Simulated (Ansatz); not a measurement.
`F[SiH2]F` → 2 F• + 2 H• + Si•  (atomization)

Isolated molecules relaxed with PBE0-D4/def2-TZVP in Ansatz; ΔE leaves out vibrations. CBS: def2 TZ/QZ extrapolation, frozen cores. DFT in def2-TZVPP. HSE06 is defined as in plane-wave codes. Open shells (•) are unrestricted, without spin–orbit coupling. Spin–orbit coupling would lower the free atoms: a little for F, Si.

```
          level  ΔE (kcal/mol)
        BLYP-D4          439.6
       HSE06-D4          432.8
       BHLYP-D4          427.7
          BHLYP          426.1
    HF/def2-SVP          325.0
   MP2/def2-SVP          418.3
CCSD/def2-TZVPP          429.1
MP2/cc-pV(Q+d)Z          455.4
```

(1) What does CCSD(T)/CBS give? (Best estimate.)

Largest T1 diagnostic among the species: 0.012.

## Answers

(1) Computed: +447.6 kcal/mol. The listed levels differ from it by -8.0, -14.8, -19.9, -21.5, -122.6, -29.3, -18.5, 7.8 kcal/mol.

Leaving LDA and LC-ωPBE aside and taking each functional with its dispersion term where it has one, the values, not all of them listed here, spread over 17.4 kcal/mol, from BHLYP-D4 to CAM-B3LYP-D4. LDA lies +57.3 kcal/mol from PBE without D4, its usual overbinding. From PBE to PBE0 (25 % exact exchange), in def2-TZVPP and without D4, ΔE moves by −8.0 kcal/mol: exact exchange takes away binding that semilocal exchange gives to molecules.

CCSD(T)/CBS has its own doubt, a few kJ/mol and more with outer-core shells, so smaller differences from it don't rank the levels.
